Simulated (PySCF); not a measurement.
## How methods differ on the ionisation energy of Al

Al [Ne] 3s2 3p1 (2P) → Al⁺ [Ne] 3s2 (1S), as a difference of total energies. All numbers are calculated (PySCF 2.14, no relativity, point nucleus, in 6-31G*). Correlated levels: valence: [Ne] frozen. The calculations carry no spin-orbit coupling.

```json
{"method": "UHF", "ionisation energy (eV)": "5.559"}
{"method": "BP86", "ionisation energy (eV)": "6.155"}
{"method": "MP2 (valence)", "ionisation energy (eV)": "5.646"}
{"method": "CCSD (valence)", "ionisation energy (eV)": "5.685"}
{"method": "CCSD(T) (valence)", "ionisation energy (eV)": "5.699"}
```

Problem. Estimate what SCS-MP2 (valence) gives.

Solution. 5.624 eV, closest to MP2 (valence) among the rows shown.

Problem. Estimate what B3LYP gives.

Solution. 6.030 eV, closest to BP86 among the rows shown.

Errors of the correlated levels include the incompleteness of this basis and the frozen core.

For comparison: 5.977 eV (measured; NIST levels, between the centres of gravity of the two terms).
